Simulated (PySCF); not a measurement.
## Electric field gradients and quadrupole coupling constants

Species: cyclopentanone, C5H8O.
Structure used (PBE0-D3(BJ)/def2-TZVP), in Å, numbered top down from 1:
```xyz
14
C5H8O angstrom
O      0.3354    2.3194    1.1923
C      0.1793    1.2567    0.6556
C     -1.1554    0.5773    0.3967
C     -0.8341   -0.5709   -0.5524
C      0.5993   -0.9682   -0.1793
C      1.2828    0.3611    0.1175
H     -1.5150    0.2046    1.3632
H     -1.8921    1.2963    0.0375
H     -1.5355   -1.4027   -0.4760
H     -0.8605   -0.2165   -1.5876
H      0.5865   -1.5891    0.7220
H      1.0945   -1.5433   -0.9624
H      1.6510    0.8311   -0.8024
H      2.1219    0.3182    0.8126
```

Field gradients from the PBE0/pcSseg-2 density (PySCF, non-relativistic), principal values in atomic units, ordered |Vxx| ≤ |Vyy| ≤ |Vzz|:

```csv
atom,Vxx,Vyy,Vzz
O1,0.4800,1.3914,-1.8714
```

Q: Find the asymmetry η = (Vxx − Vyy)/Vzz and the couplings χ = eQV/h (234.96 MHz × Q in barn × V in au), with Q(17O) = −0.0256 b.

A: 
| atom | environment | nucleus | η | χzz (MHz) | χxx (MHz) | χyy (MHz) |
| --- | --- | --- | --- | --- | --- | --- |
| O1 | ketone oxygen | 17O | 0.49 | 11.26 | -2.89 | -8.37 |

Q: What is Vzz at O1 in SI units (1 au = 9.71736 × 10²¹ V/m²)?

A: -1.8714 au = -18.185 × 10²¹ V/m².

Q: What couplings would deuterons (Q(2H) = 0.00286 b) have in place of the hydrogens, at this geometry?

A: 
| atom | bonded to | bond length (Å) | Vzz (au) | η | χzz (kHz) |
| --- | --- | --- | --- | --- | --- |
| H7 | C3 | 1.097 | 0.2788 | 0.01 | 187 |
| H8 | C3 | 1.090 | 0.2862 | 0.02 | 192 |
| H9 | C4 | 1.091 | 0.2855 | 0.01 | 192 |
| H10 | C4 | 1.094 | 0.2792 | 0.01 | 188 |
| H11 | C5 | 1.095 | 0.2790 | 0.01 | 187 |
| H12 | C5 | 1.091 | 0.2859 | 0.01 | 192 |
| H13 | C6 | 1.097 | 0.2786 | 0.01 | 187 |
| H14 | C6 | 1.090 | 0.2858 | 0.02 | 192 |

Geometry: PBE0-D3(BJ)/def2-TZVP, one conformer, isolated molecule.

The run behind these numbers computed NMR shieldings as well. Hardware: Intel Xeon at 2.50 GHz, 2 threads, shared host with 64 logical CPUs at a one-minute load of 58. Cost: 1.8 min wall, 3.0 min CPU, 2.1 GiB resident at most.
